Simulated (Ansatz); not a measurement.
hcp Tl was calculated with r²SCAN in Ansatz (plane waves, PAW).

Settings: plane-wave cutoff 500 eV, 4×4×3 k mesh (along the axes of the cell as run), Fermi–Dirac smearing 0.1 eV, cell of 96 sites, scalar-relativistic PAW data made under PBE.

**Question.** Predict the vacancy formation energy and vacancy formation energy before relaxation.

**Answer.** 
vacancy formation energy: 0.49 eV
vacancy formation energy before relaxation: 0.53 eV

Note: energies are extrapolated to zero smearing, and mesh and cell size move such values by some hundredths of an eV or more.

Spin–orbit coupling is not included; it can shift volumes and moduli of such heavy elements.

Ansatz is a program for electronic structure.
